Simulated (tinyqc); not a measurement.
Inside a calculation (part 1 of 2). Method: UHF in the sto-3g basis, for H2O+, spin multiplicity 2. Computed by tinyqc, a small Python program that keeps every step (integrals from PySCF). Settings: charge = 1, multiplicity = 2, basis = sto-3g, energy threshold = 1e-09, iteration cap = 64, orthogonalisation = symmetric, start = atomic densities, DIIS depth = 3, damping = 0.7, shift = 1.0, method = UHF. Command: `OMP_NUM_THREADS=1 python tinyqc.py 21594 21595 out.jsonl` (the two numbers bound the seeds that draw the settings). One thread of a shared host (Intel(R) Xeon(R) Processor @ 2.60GHz), about 0.2 s of CPU time with the checks. Later iterations appear only in the table of the cycle.

## One-electron integrals

Geometry (angstrom):
```
atom,x,y,z
O,0.000000,0.000000,0.000000
H,0.000000,0.975000,0.834000
H,0.000000,-0.975000,0.834000
```

Basis sto-3g: exponents (1/bohr^2) and contraction coefficients of normalised primitives:
```
element,l (shell),exponent,coefficient
O,s (1),130.709320,0.154329
O,s (1),23.808861,0.535328
O,s (1),6.443608,0.444635
O,s (2),5.033151,-0.099967
O,s (2),1.169596,0.399513
O,s (2),0.380389,0.700115
O,p (3),5.033151,0.155916
O,p (3),1.169596,0.607684
O,p (3),0.380389,0.391957
H,s (1),3.425251,0.154329
H,s (1),0.623914,0.535328
H,s (1),0.168855,0.444635
```

Overlap, kinetic and nuclear-attraction integrals over the contracted functions; the nuclear repulsion is the sum of Za Zb / Rab.

nuclear repulsion = 6.87043667 hartree

overlap S, lower triangle:
```
,1O 1s,1O 2s,1O 2px,1O 2py,1O 2pz,2H 1s,3H 1s
1O 1s,1.000000
1O 2s,0.236704,1.000000
1O 2px,0.000000,0.000000,1.000000
1O 2py,0.000000,0.000000,0.000000,1.000000
1O 2pz,0.000000,0.000000,0.000000,0.000000,1.000000
2H 1s,0.025007,0.289015,0.000000,0.206057,0.176258,1.000000
3H 1s,0.025007,0.289015,0.000000,-0.206057,0.176258,0.129340,1.000000
```

kinetic energy T (hartree), lower triangle:
```
,1O 1s,1O 2s,1O 2px,1O 2py,1O 2pz,2H 1s,3H 1s
1O 1s,29.003200
1O 2s,-0.168011,0.808128
1O 2px,0.000000,0.000000,2.528731
1O 2py,0.000000,0.000000,0.000000,2.528731
1O 2pz,0.000000,0.000000,0.000000,0.000000,2.528731
2H 1s,-0.007957,0.022508,0.000000,0.074225,0.063491,0.760032
3H 1s,-0.007957,0.022508,0.000000,-0.074225,0.063491,-0.009428,0.760032
```

nuclear attraction V (hartree), lower triangle:
```
,1O 1s,1O 2s,1O 2px,1O 2py,1O 2pz,2H 1s,3H 1s
1O 1s,-61.443338
1O 2s,-7.378332,-9.875669
1O 2px,0.000000,0.000000,-9.762724
1O 2py,0.000000,0.000000,0.000000,-9.832143
1O 2pz,-0.011233,-0.140291,0.000000,0.000000,-9.813516
2H 1s,-0.796497,-2.094353,0.000000,-1.295108,-1.138851,-4.764424
3H 1s,-0.796497,-2.094353,0.000000,1.295108,-1.138851,-0.677076,-4.764424
```

core Hamiltonian H = T + V (hartree), lower triangle:
```
,1O 1s,1O 2s,1O 2px,1O 2py,1O 2pz,2H 1s,3H 1s
1O 1s,-32.440138
1O 2s,-7.546343,-9.067541
1O 2px,0.000000,0.000000,-7.233992
1O 2py,0.000000,0.000000,0.000000,-7.303411
1O 2pz,-0.011233,-0.140291,0.000000,0.000000,-7.284785
2H 1s,-0.804454,-2.071845,0.000000,-1.220883,-1.075361,-4.004392
3H 1s,-0.804454,-2.071845,0.000000,1.220883,-1.075361,-0.686504,-4.004392
```

## Two-electron integrals

Functions are numbered as in S; the eight-fold symmetry (ij|kl) = (ji|kl) = (kl|ij) leaves the list below.

Two-electron integrals (ij|kl) in chemists' order, unique and non-zero (hartree):
```
i,j,k,l,(ij|kl)
1,1,1,1,4.785065
2,1,1,1,0.741380
2,1,2,1,0.136873
2,2,1,1,1.118947
2,2,2,1,0.256633
2,2,2,2,0.817206
3,1,3,1,0.024477
3,2,3,1,0.037809
3,2,3,2,0.180518
3,3,1,1,1.115814
3,3,2,1,0.256684
3,3,2,2,0.817023
3,3,3,3,0.880159
4,1,4,1,0.024477
4,2,4,1,0.037809
4,2,4,2,0.180518
4,3,4,3,0.047444
4,4,1,1,1.115814
4,4,2,1,0.256684
4,4,2,2,0.817023
4,4,3,3,0.785270
4,4,4,4,0.880159
5,1,5,1,0.024477
5,2,5,1,0.037809
5,2,5,2,0.180518
5,3,5,3,0.047444
5,4,5,4,0.047444
5,5,1,1,1.115814
5,5,2,1,0.256684
5,5,2,2,0.817023
5,5,3,3,0.785270
5,5,4,4,0.785270
5,5,5,5,0.880159
6,1,1,1,0.079136
6,1,2,1,0.014505
6,1,2,2,0.027086
6,1,3,3,0.027036
6,1,4,1,0.000485
6,1,4,2,0.000921
6,1,4,4,0.027125
6,1,5,1,0.000415
6,1,5,2,0.000788
6,1,5,4,0.000077
6,1,5,5,0.027101
6,1,6,1,0.001555
6,2,1,1,0.222668
6,2,2,1,0.051844
6,2,2,2,0.186677
6,2,3,3,0.183328
6,2,4,1,0.002932
6,2,4,2,0.023927
6,2,4,4,0.189020
6,2,5,1,0.002508
6,2,5,2,0.020466
6,2,5,4,0.004868
6,2,5,5,0.187493
6,2,6,1,0.005611
6,2,6,2,0.056172
6,3,3,1,0.005042
6,3,3,2,0.030718
6,3,4,3,0.004765
6,3,5,3,0.004076
6,3,6,3,0.007404
6,4,1,1,0.131851
6,4,2,1,0.031061
6,4,2,2,0.119485
6,4,3,3,0.114294
6,4,4,1,0.006555
6,4,4,2,0.044912
6,4,4,4,0.127234
6,4,5,1,0.001294
6,4,5,2,0.012141
6,4,5,4,0.006993
6,4,5,5,0.116789
6,4,6,1,0.003484
6,4,6,2,0.043782
6,4,6,4,0.041172
6,5,1,1,0.112783
6,5,2,1,0.026570
6,5,2,2,0.102206
6,5,3,3,0.097765
6,5,4,1,0.001294
6,5,4,2,0.012141
6,5,4,4,0.100683
6,5,5,1,0.006149
6,5,5,2,0.041103
6,5,5,4,0.007260
6,5,5,5,0.108051
6,5,6,1,0.002981
6,5,6,2,0.037450
6,5,6,4,0.028884
6,5,6,5,0.032111
6,6,1,1,0.408164
6,6,2,1,0.096517
6,6,2,2,0.400732
6,6,3,3,0.386358
6,6,4,1,0.006112
6,6,4,2,0.070929
6,6,4,4,0.411010
6,6,5,1,0.005228
6,6,5,2,0.060672
6,6,5,4,0.021087
6,6,5,5,0.404395
6,6,6,1,0.010492
6,6,6,2,0.162891
6,6,6,4,0.145220
6,6,6,5,0.124219
6,6,6,6,0.774606
7,1,1,1,0.079136
7,1,2,1,0.014505
7,1,2,2,0.027086
7,1,3,3,0.027036
7,1,4,1,-0.000485
7,1,4,2,-0.000921
7,1,4,4,0.027125
7,1,5,1,0.000415
7,1,5,2,0.000788
7,1,5,4,-0.000077
7,1,5,5,0.027101
7,1,6,1,0.001535
7,1,6,2,0.005452
7,1,6,4,0.003141
7,1,6,5,0.002900
7,1,6,6,0.010147
7,1,7,1,0.001555
7,2,1,1,0.222668
7,2,2,1,0.051844
7,2,2,2,0.186677
7,2,3,3,0.183328
7,2,4,1,-0.002932
7,2,4,2,-0.023927
7,2,4,4,0.189020
7,2,5,1,0.002508
7,2,5,2,0.020466
7,2,5,4,-0.004868
7,2,5,5,0.187493
7,2,6,1,0.005452
7,2,6,2,0.044217
7,2,6,4,0.024145
7,2,6,5,0.028636
7,2,6,6,0.102380
7,2,7,1,0.005611
7,2,7,2,0.056172
7,3,3,1,0.005042
7,3,3,2,0.030718
7,3,4,3,-0.004765
7,3,5,3,0.004076
7,3,6,3,0.005606
7,3,7,3,0.007404
7,4,1,1,-0.131851
7,4,2,1,-0.031061
7,4,2,2,-0.119485
7,4,3,3,-0.114294
7,4,4,1,0.006555
7,4,4,2,0.044912
7,4,4,4,-0.127234
7,4,5,1,-0.001294
7,4,5,2,-0.012141
7,4,5,4,0.006993
7,4,5,5,-0.116789
7,4,6,1,-0.003141
7,4,6,2,-0.024145
7,4,6,4,-0.007978
7,4,6,5,-0.015379
7,4,6,6,-0.052494
7,4,7,1,-0.003484
7,4,7,2,-0.043782
7,4,7,4,0.041172
7,5,1,1,0.112783
7,5,2,1,0.026570
7,5,2,2,0.102206
7,5,3,3,0.097765
7,5,4,1,-0.001294
7,5,4,2,-0.012141
7,5,4,4,0.100683
7,5,5,1,0.006149
7,5,5,2,0.041103
7,5,5,4,-0.007260
7,5,5,5,0.108051
7,5,6,1,0.002900
7,5,6,2,0.028636
7,5,6,4,0.015379
7,5,6,5,0.023884
7,5,6,6,0.071998
7,5,7,1,0.002981
7,5,7,2,0.037450
7,5,7,4,-0.028884
7,5,7,5,0.032111
7,6,1,1,0.066478
7,6,2,1,0.015646
7,6,2,2,0.062054
7,6,3,3,0.060505
7,6,4,4,0.061579
7,6,5,1,0.001121
7,6,5,2,0.011326
7,6,5,5,0.064009
7,6,6,1,0.001678
7,6,6,2,0.019143
7,6,6,4,0.013087
7,6,6,5,0.014395
7,6,6,6,0.061387
7,6,7,1,0.001678
7,6,7,2,0.019143
7,6,7,4,-0.013087
7,6,7,5,0.014395
7,6,7,6,0.008697
7,7,1,1,0.408164
7,7,2,1,0.096517
7,7,2,2,0.400732
7,7,3,3,0.386358
7,7,4,1,-0.006112
7,7,4,2,-0.070929
7,7,4,4,0.411010
7,7,5,1,0.005228
7,7,5,2,0.060672
7,7,5,4,-0.021087
7,7,5,5,0.404395
7,7,6,1,0.010147
7,7,6,2,0.102380
7,7,6,4,0.052494
7,7,6,5,0.071998
7,7,6,6,0.270270
7,7,7,1,0.010492
7,7,7,2,0.162891
7,7,7,4,-0.145220
7,7,7,5,0.124219
7,7,7,6,0.061387
7,7,7,7,0.774606
```

## Orthogonalisation

S = U s U^T; symmetric (Loewdin) form X = U s^(-1/2) U^T, so that X^T S X = 1.

eigenvalues of S: 0.540202  0.636832  0.884677  1.000000  1.110541  1.233828  1.593920

X, lower triangle:
```
,1O 1s,1O 2s,1O 2px,1O 2py,1O 2pz,2H 1s,3H 1s
1O 1s,1.022982
1O 2s,-0.130811,1.092228
1O 2px,0.000000,0.000000,1.000000
1O 2py,0.000000,0.000000,0.000000,1.038466
1O 2pz,-0.004810,0.041814,0.000000,0.000000,1.024867
2H 1s,0.014916,-0.155331,0.000000,-0.121783,-0.092760,1.069794
3H 1s,0.014916,-0.155331,0.000000,0.121783,-0.092760,-0.045114,1.069794
```

## Starting guess

The start is atomic minimal-basis densities projected into this basis (PySCF's MINAO start) and scaled to the electron count of each spin; this density is not idempotent, so its energy is not variational and may lie below the converged one.

D(alpha) at the start, lower triangle:
```
,1O 1s,1O 2s,1O 2px,1O 2py,1O 2pz,2H 1s,3H 1s
1O 1s,1.072104
1O 2s,-0.247858,1.051066
1O 2px,0.000000,0.000000,0.653959
1O 2py,0.000000,0.000000,0.000000,0.609365
1O 2pz,0.006157,-0.030554,0.000000,0.000000,0.625207
2H 1s,-0.007767,0.030106,0.000000,0.056023,0.037897,0.496036
3H 1s,-0.007767,0.030106,0.000000,-0.056023,0.037897,0.025680,0.496036
```

D(beta) at the start, lower triangle:
```
,1O 1s,1O 2s,1O 2px,1O 2py,1O 2pz,2H 1s,3H 1s
1O 1s,0.857683
1O 2s,-0.198287,0.840852
1O 2px,0.000000,0.000000,0.523167
1O 2py,0.000000,0.000000,0.000000,0.487492
1O 2pz,0.004926,-0.024443,0.000000,0.000000,0.500165
2H 1s,-0.006214,0.024085,0.000000,0.044819,0.030318,0.396829
3H 1s,-0.006214,0.024085,0.000000,-0.044819,0.030318,0.020544,0.396829
```

## Iteration 1: building the Fock matrix

J_ij = sum D_kl (ij|kl) with D = D(alpha) + D(beta), K_ij = sum D_kl (ik|jl) for each spin; F = H + J - K(s); E = tr D H + tr D J / 2 - 0.5 sum_s tr D(s) K(s) + E_nn.

Coulomb J (hartree), lower triangle:
```
,1O 1s,1O 2s,1O 2px,1O 2py,1O 2pz,2H 1s,3H 1s
1O 1s,15.345454
1O 2s,2.870671,7.090147
1O 2px,0.000000,0.000000,7.057626
1O 2py,0.000000,0.000000,0.000000,7.101375
1O 2pz,0.008544,0.110878,0.000000,0.000000,7.089961
2H 1s,0.304852,1.640458,0.000000,1.057877,0.930126,3.847278
3H 1s,0.304852,1.640458,0.000000,-1.057877,0.930126,0.564995,3.847278
```

exchange K(alpha) (hartree), lower triangle:
```
,1O 1s,1O 2s,1O 2px,1O 2py,1O 2pz,2H 1s,3H 1s
1O 1s,4.953746
1O 2s,0.832309,1.306708
1O 2px,0.000000,0.000000,0.844260
1O 2py,0.000000,0.000000,0.000000,0.869477
1O 2pz,0.003692,0.036125,0.000000,0.000000,0.863304
2H 1s,0.098657,0.381492,0.000000,0.200238,0.185691,0.533464
3H 1s,0.098657,0.381492,0.000000,-0.200238,0.185691,0.134771,0.533464
```

exchange K(beta) (hartree), lower triangle:
```
,1O 1s,1O 2s,1O 2px,1O 2py,1O 2pz,2H 1s,3H 1s
1O 1s,3.962996
1O 2s,0.665847,1.045367
1O 2px,0.000000,0.000000,0.675408
1O 2py,0.000000,0.000000,0.000000,0.695581
1O 2pz,0.002953,0.028900,0.000000,0.000000,0.690643
2H 1s,0.078926,0.305194,0.000000,0.160190,0.148553,0.426771
3H 1s,0.078926,0.305194,0.000000,-0.160190,0.148553,0.107817,0.426771
```

F(alpha) (hartree), lower triangle:
```
,1O 1s,1O 2s,1O 2px,1O 2py,1O 2pz,2H 1s,3H 1s
1O 1s,-22.048430
1O 2s,-5.507982,-3.284103
1O 2px,0.000000,0.000000,-1.020627
1O 2py,0.000000,0.000000,0.000000,-1.071513
1O 2pz,-0.006380,-0.065538,0.000000,0.000000,-1.058128
2H 1s,-0.598259,-0.812879,0.000000,-0.363245,-0.330926,-0.690578
3H 1s,-0.598259,-0.812879,0.000000,0.363245,-0.330926,-0.256280,-0.690578
```

F(beta) (hartree), lower triangle:
```
,1O 1s,1O 2s,1O 2px,1O 2py,1O 2pz,2H 1s,3H 1s
1O 1s,-21.057681
1O 2s,-5.341520,-3.022761
1O 2px,0.000000,0.000000,-0.851775
1O 2py,0.000000,0.000000,0.000000,-0.897618
1O 2pz,-0.005642,-0.058313,0.000000,0.000000,-0.885467
2H 1s,-0.578528,-0.736581,0.000000,-0.323197,-0.293787,-0.583885
3H 1s,-0.578528,-0.736581,0.000000,0.323197,-0.293787,-0.229326,-0.583885
```

total energy of this density = -70.03687018 hartree

This density is the starting one; it is not idempotent, so its energy is not variational and may lie below the converged one.

## Iteration 1: diagonalisation and new density

A level shift of 1 hartree raises the virtual space: F + shift (S - S D(s) S), with D(s) the density of one spin. Diagonalise F' = X^T F X, C = X C', fill 5 alpha and 4 beta electrons from the bottom; D(s) = C_occ C_occ^T; the new density keeps 0.7 of the old one (damping). Each column has its largest component positive (the first on a tie).

F' = X^T F X (alpha) (hartree), lower triangle:
```
,1,2,3,4,5,6,7
1,-21.698830
2,-2.698834,-2.251308
3,0.000000,0.000000,-0.674586
4,0.000000,0.000000,0.000000,-0.614693
5,-0.024828,0.038515,0.000000,0.000000,-0.637458
6,-0.029181,-0.577887,0.000000,-0.400880,-0.325867,0.010789
7,-0.029181,-0.577887,0.000000,0.400880,-0.325867,-0.179840,0.010789
```

orbital energies (alpha) (hartree): MO1 -22.067482, MO2 -2.213187, MO3 -0.907406, MO4 -0.826576, MO5 -0.674586, MO6 0.350599, MO7 0.483342

coefficients C (alpha):
```
,MO1,MO2,MO3,MO4,MO5,MO6,MO7
1O 1s,0.996014,-0.241670,0.000000,0.061773,0.000000,0.099042,0.000000
1O 2s,0.016609,0.931947,0.000000,-0.294266,0.000000,-0.551981,0.000000
1O 2px,0.000000,0.000000,0.000000,0.000000,1.000000,0.000000,0.000000
1O 2py,0.000000,0.000000,0.843720,0.000000,0.000000,0.000000,-0.629453
1O 2pz,0.001059,0.078141,0.000000,0.873735,0.000000,-0.547553,0.000000
2H 1s,-0.001298,0.124855,0.253467,0.206695,0.000000,0.706842,0.756371
3H 1s,-0.001298,0.124855,-0.253467,0.206695,0.000000,0.706842,-0.756371
```

F' = X^T F X (beta) (hartree), lower triangle:
```
,1,2,3,4,5,6,7
1,-20.498895
2,-2.679851,-1.816230
3,0.000000,0.000000,-0.374942
4,0.000000,0.000000,0.000000,-0.319049
5,-0.025030,0.036331,0.000000,0.000000,-0.340539
6,-0.026623,-0.502080,0.000000,-0.353340,-0.285628,0.206664
7,-0.026623,-0.502080,0.000000,0.353340,-0.285628,-0.153495,0.206664
```

orbital energies (beta) (hartree): MO1 -20.876605, MO2 -1.724261, MO3 -0.583621, MO4 -0.511226, MO5 -0.374942, MO6 0.509596, MO7 0.624731

coefficients C (beta):
```
,MO1,MO2,MO3,MO4,MO5,MO6,MO7
1O 1s,0.994852,-0.245598,0.000000,0.063026,0.000000,0.100258,0.000000
1O 2s,0.021405,0.932606,0.000000,-0.296216,0.000000,-0.549654,0.000000
1O 2px,0.000000,0.000000,0.000000,0.000000,1.000000,0.000000,0.000000
1O 2py,0.000000,0.000000,0.837175,0.000000,0.000000,0.000000,-0.638132
1O 2pz,0.001327,0.075731,0.000000,0.869462,0.000000,-0.554645,0.000000
2H 1s,-0.002260,0.124377,0.261264,0.212767,0.000000,0.705120,0.753713
3H 1s,-0.002260,0.124377,-0.261264,0.212767,0.000000,0.705120,-0.753713
```

D(alpha) after iteration 1, lower triangle:
```
,1O 1s,1O 2s,1O 2px,1O 2py,1O 2pz,2H 1s,3H 1s
1O 1s,1.066752
1O 2s,-0.241559,1.022364
1O 2px,0.000000,0.000000,0.757771
1O 2py,0.000000,0.000000,0.000000,0.640115
1O 2pz,0.015153,-0.076668,0.000000,0.000000,0.668500
2H 1s,-0.011046,0.037728,0.000000,0.103373,0.083633,0.383993
3H 1s,-0.011046,0.037728,0.000000,-0.103373,0.083633,0.016197,0.383993
```

D(beta) after iteration 1, lower triangle:
```
,1O 1s,1O 2s,1O 2px,1O 2py,1O 2pz,2H 1s,3H 1s
1O 1s,0.916585
1O 2s,-0.206727,0.875984
1O 2px,0.000000,0.000000,0.366217
1O 2py,0.000000,0.000000,0.000000,0.551503
1O 2pz,0.014704,-0.073178,0.000000,0.000000,0.578626
2H 1s,-0.010165,0.032736,0.000000,0.096990,0.079545,0.316482
3H 1s,-0.010165,0.032736,0.000000,-0.096990,0.079545,0.012127,0.316482
```

## Iteration 2: building the Fock matrix

As before.

Coulomb J (hartree), lower triangle:
```
,1O 1s,1O 2s,1O 2px,1O 2py,1O 2pz,2H 1s,3H 1s
1O 1s,15.736109
1O 2s,2.941086,7.229045
1O 2px,0.000000,0.000000,7.187741
1O 2py,0.000000,0.000000,0.000000,7.242628
1O 2pz,0.003241,0.076058,0.000000,0.000000,7.234776
2H 1s,0.312221,1.658028,0.000000,1.065318,0.929889,3.809373
3H 1s,0.312221,1.658028,0.000000,-1.065318,0.929889,0.565137,3.809373
```

exchange K(alpha) (hartree), lower triangle:
```
,1O 1s,1O 2s,1O 2px,1O 2py,1O 2pz,2H 1s,3H 1s
1O 1s,4.937095
1O 2s,0.834565,1.317722
1O 2px,0.000000,0.000000,0.935061
1O 2py,0.000000,0.000000,0.000000,0.916271
1O 2pz,0.002492,0.008038,0.000000,0.000000,0.917624
2H 1s,0.097670,0.370436,0.000000,0.210215,0.190480,0.470898
3H 1s,0.097670,0.370436,0.000000,-0.210215,0.190480,0.121888,0.470898
```

exchange K(beta) (hartree), lower triangle:
```
,1O 1s,1O 2s,1O 2px,1O 2py,1O 2pz,2H 1s,3H 1s
1O 1s,4.235941
1O 2s,0.706609,1.080085
1O 2px,0.000000,0.000000,0.552668
1O 2py,0.000000,0.000000,0.000000,0.778240
1O 2pz,0.002219,0.002838,0.000000,0.000000,0.780992
2H 1s,0.082247,0.307766,0.000000,0.181148,0.163640,0.395660
3H 1s,0.082247,0.307766,0.000000,-0.181148,0.163640,0.101308,0.395660
```

F(alpha) (hartree), lower triangle:
```
,1O 1s,1O 2s,1O 2px,1O 2py,1O 2pz,2H 1s,3H 1s
1O 1s,-21.641124
1O 2s,-5.439822,-3.156218
1O 2px,0.000000,0.000000,-0.981313
1O 2py,0.000000,0.000000,0.000000,-0.977055
1O 2pz,-0.010484,-0.072271,0.000000,0.000000,-0.967634
2H 1s,-0.589903,-0.784254,0.000000,-0.365780,-0.335951,-0.665917
3H 1s,-0.589903,-0.784254,0.000000,0.365780,-0.335951,-0.243256,-0.665917
```

F(beta) (hartree), lower triangle:
```
,1O 1s,1O 2s,1O 2px,1O 2py,1O 2pz,2H 1s,3H 1s
1O 1s,-20.939970
1O 2s,-5.311866,-2.918582
1O 2px,0.000000,0.000000,-0.598919
1O 2py,0.000000,0.000000,0.000000,-0.839024
1O 2pz,-0.010210,-0.067071,0.000000,0.000000,-0.831001
2H 1s,-0.574479,-0.721584,0.000000,-0.336713,-0.309112,-0.590680
3H 1s,-0.574479,-0.721584,0.000000,0.336713,-0.309112,-0.222675,-0.590680
```

total energy of this density = -71.36000313 hartree

This density is a damped mixture and is not idempotent, and it still holds part of the atomic start, so its energy may lie below the converged one.

## Iteration 2: DIIS over 2 matrices

error matrix X^T (FDS - SDF) X (alpha):
```
,1,2,3,4,5,6,7
1,0.000000,-0.066977,0.000000,0.000000,-0.029987,-0.237687,-0.237687
2,0.066977,0.000000,0.000000,0.000000,0.025815,-0.200623,-0.200623
3,0.000000,0.000000,0.000000,0.000000,0.000000,0.000000,0.000000
4,0.000000,0.000000,0.000000,0.000000,0.000000,-0.027163,0.027163
5,0.029987,-0.025815,0.000000,0.000000,0.000000,-0.047710,-0.047710
6,0.237687,0.200623,0.000000,0.027163,0.047710,0.000000,0.000000
7,0.237687,0.200623,0.000000,-0.027163,0.047710,0.000000,0.000000
```

B (overlaps of the stored error matrices):
```
,1,2
1,1.2784556e+00,9.0953631e-01
2,9.0953631e-01,6.4937232e-01
```

Minimise |sum c_i e_i|^2 with sum c_i = 1: solve [B -1; -1 0][c; lambda] = [0; -1] with B_ij = tr e_i^T e_j summed over both spins, and take F = sum c_i F_i.

DIIS coefficients: -2.392196  3.392196

extrapolated F(alpha) (hartree), lower triangle:
```
,1O 1s,1O 2s,1O 2px,1O 2py,1O 2pz,2H 1s,3H 1s
1O 1s,-20.666770
1O 2s,-5.276770,-2.850293
1O 2px,0.000000,0.000000,-0.887267
1O 2py,0.000000,0.000000,0.000000,-0.751092
1O 2pz,-0.020300,-0.088377,0.000000,0.000000,-0.751154
2H 1s,-0.569912,-0.715776,0.000000,-0.371845,-0.347974,-0.606924
3H 1s,-0.569912,-0.715776,0.000000,0.371845,-0.347974,-0.212097,-0.606924
```

extrapolated F(beta) (hartree), lower triangle:
```
,1O 1s,1O 2s,1O 2px,1O 2py,1O 2pz,2H 1s,3H 1s
1O 1s,-20.658382
1O 2s,-5.240929,-2.669364
1O 2px,0.000000,0.000000,0.005961
1O 2py,0.000000,0.000000,0.000000,-0.698858
1O 2pz,-0.021140,-0.088021,0.000000,0.000000,-0.700708
2H 1s,-0.564795,-0.685708,0.000000,-0.369046,-0.345770,-0.606933
3H 1s,-0.564795,-0.685708,0.000000,0.369046,-0.345770,-0.206765,-0.606933
```
